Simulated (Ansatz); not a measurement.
Process, species as SMILES: N (NH3) → [NH2] (NH2) + H atom
B3LYP-D3(BJ)/def2-TZVP geometries, fixed; electronic energies without zero-point terms.
Largest species:
```xyz
4

N      0.0022    -0.0038     0.1116
H     -0.0020     0.9512    -0.2281
H      0.8095    -0.4644    -0.2929
H     -0.8232    -0.4600    -0.2599
```

Basis-set convergence of the bond dissociation energy at PBE with Ansatz (a quantum-chemistry and plane-wave program). All functions are spherical. The program fits the integrals of some runs and decomposes those of others, by size. Open shells are unrestricted. No added dispersion term, no relativity. Functions are those of the species that has most. Reference: the value in pcseg-4, 113.34 kcal/mol, itself unsure by roughly 0.03 kcal/mol (its mean distance from aug-pcseg-3, aug-cc-pVQZ, cc-pV5Z). Deviations are taken from unrounded values.

| basis | functions | bond dissociation energy (kcal/mol) | minus reference (kcal/mol) |
|---|---|---|---|
| STO-3G | 8 | 122.07 | 8.73 |
| def2-SV(P) | 20 | 107.82 | -5.51 |
| def2-SVPD | 44 | 113.93 | 0.59 |
| def2-TZVP | 49 | 112.64 | -0.70 |
| aug-cc-pVDZ | 50 | 112.06 | -1.28 |
| pcseg-2 | 72 | 113.48 | 0.15 |
| def2-TZVPP | 73 | 113.11 | -0.23 |
| cc-pVQZ | 145 | 113.24 | -0.10 |
| cc-pV5Z | 256 | 113.40 | 0.06 |

The smallest set listed that lies within 0.5 kcal/mol of the reference with all its larger relatives (same family, alike in diffuse functions; a set with none counts only in the reference's own line) is pcseg-2 (72 functions, 0.15 kcal/mol off). (Relatives not listed, tested too: def2-QZVP 0.01, def2-QZVPP 0.01, pcseg-3 0.05, pcseg-4 0.00 kcal/mol.)
